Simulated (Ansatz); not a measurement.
## [H···H···S], triplet along the distance H1-H2

Starting geometry:

```yaml
atoms:
  - { symbol: H, position_ang: [0.0000, 0.0000, -1.1643] }
  - { symbol: H, position_ang: [0.0000, 0.0000, -0.4193] }
  - { symbol: S, position_ang: [0.0000, 0.0000, 1.5837] }
```

From there H2 is moved from one fragment to the other while all else, the fragments' distance too, stays fixed, so the hump isn't the reaction's barrier; atoms are numbered as listed. Energies are in kJ/mol, counted from the starting geometry at the same level. Kohn–Sham curves are unrestricted where that lies lower.

Basis cc-pVTZ; Ansatz 0.2.0. Correlated methods freeze the noble-gas cores. R marks a restricted (for open shells ROHF) determinant, U an unrestricted one.

A value is left out where its run failed or describes another state than the reference as far as symmetry and spin tell, or, spin-broken singlets apart, can't be checked.

Full CI isn't at hand for all of this; UCCSDT(Q) serves as the reference, and is uncertain by about the last step of the cluster series.

```tsv
distance H1-H2 (Å)	UCCSDT(Q)	r2SCAN	PBE0	B3LYP	r2SCAN0	BHLYP	wB97M-V	B2PLYP	RPA-PBE
0.693	2.9	–	5.7	4.9	4.4	2.7	3.5	3.5	2.6
0.745	0.0	0.0	0.0	0.0	0.0	0.0	0.0	0.0	0.0
0.834	13.8	7.6	8.4	9.6	10.3	13.8	12.3	12.4	13.9
0.923	39.3	25.2	27.8	29.9	31.0	38.7	35.8	35.9	38.8
1.012	65.5	42.9	47.9	51.2	51.4	63.5	60.0	59.8	64.1
1.101	84.0	54.2	61.8	66.5	64.1	80.4	76.8	76.1	82.4
1.190	90.8	57.7	66.8	73.5	67.0	86.2	82.7	81.7	90.0
1.279	88.6	56.8	65.5	74.5	64.2	83.7	80.7	79.6	89.1
1.368	85.7	58.2	65.0	76.0	63.1	80.8	78.6	77.8	87.0
```
